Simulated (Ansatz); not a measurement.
Born–Oppenheimer molecular dynamics of C$_{4}$H$_{3}$ (7 atoms, charge -1, multiplicity 1). It starts from a relaxed structure.

Method: RKS BLYP-D4/STO-3G in Ansatz 0.2.0.

* ensemble: NVE (velocity Verlet)
* time step: 0.5 fs
* steps asked: 300
* starting velocities drawn for: 400 K
* seed: 31164

First frame:

```xyz
7
Properties=species:S:1:pos:R:3
C -0.767 0.985 0.015
C 0.111 -0.021 0.249
C 1.110 -0.852 1.160
C 0.837 -1.158 -0.190
H -1.261 1.140 -0.963
H -1.052 1.721 0.787
H 1.022 -1.814 -1.059
```

Q: How far do the bonds stretch over the last three quarters of this one trajectory? (Pairs bonded in most of those frames.)

A: 
```
 bond  mean (Å)  spread (Å)  shortest  longest
C1–C2     1.361       0.018      1.33     1.39
C1–H5     1.110       0.027      1.06     1.16
C1–H6     1.108       0.022      1.06     1.15
C2–C3     1.589       0.028      1.53     1.64
C2–C4     1.420       0.014      1.39     1.45
C3–C4     1.413       0.024      1.37     1.45
C4–H7     1.107       0.020      1.07     1.14
```

Mean temperature of the second half: 199 K. The conserved energy stayed within 0.24 meV per atom of its start (net change 0.19 meV per atom), so the integration is sound. The temperature averaged 0.50 of the 400 K drawn at the start: a run that starts near a minimum puts about half its kinetic energy into the potential. A run of 0.15 ps of so small a system gives no equilibrium averages. Limits of this set-up: minimal basis, an anion without diffuse functions, the dipole of an ion depends on the origin.

The run took 2.6 min on 1 thread of Arm Neoverse V2 (shared host), peak memory 0.07 GiB.
